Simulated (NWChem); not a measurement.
## Correlation energy of hydrogen peroxide (H2O2)

SMILES: OO
```xyz
4

O     -0.2942     0.6453    -0.0547
O      0.2942    -0.6453    -0.0547
H      0.3673     1.1503     0.4376
H     -0.3673    -1.1503     0.4376
```
Charge 0, spin multiplicity 1.

All runs are NWChem calculations. Structure: optimised with PBE0/def2-SVP, a minimum by its harmonic frequencies. It is one conformer; others weren't searched.

Basis set: 6-311G**. Each correlation energy counts from its own Hartree-Fock reference.

The correlated methods keep 2 core orbitals frozen. The Pople sets run with spherical d functions. No row is a measurement; the coupled-cluster row has its own basis-set and correlation limits.

Q: One of these methods gave a correlation energy of -404.1 mHa. Which?
A) SCS-MP2
B) CR-CCSD(T)
C) CCSD(T)
D) CCSD

A: A, SCS-MP2. The others give -435.7 (CCSD(T)), -433.5 (CR-CCSD(T)), -423.5 (CCSD).
